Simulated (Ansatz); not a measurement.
Basis-set extrapolation for C₂H₇NO₂ (`COC(N)O`) (PBE0-D4/def2-TZVP geometry, frozen core, Ansatz). Multiplicity 1, RHF reference.

```csv
,def2-TZVPP,def2-QZVPP
HF,-284.097938,-284.111443
MP2 correlation,-1.037132,-1.113590
CCSD(T) correlation,-1.107778,not run
```

Energies in hartree. Use E(X) = E(∞) + A·exp(−7.88·√X) for Hartree–Fock and E(X) = E(∞) + B·X^(−2.97) for correlation, with X = 3 and 4, and add CCSD(T) minus MP2 of the smaller set to the MP2 limit.

Task: What is the CCSD(T) energy at the basis-set limit?

Result: HF limit: -284.111443 + (-0.013505) × 0.13774 = -284.11330. MP2 limit: -1.113590 + (-0.076458) × 0.74074 = -1.17023. Higher-order term: -1.107778 − (-1.037132) = -0.07065. Total: -285.35418 hartree, 93.2 kcal/mol below CCSD(T)/def2-TZVPP.
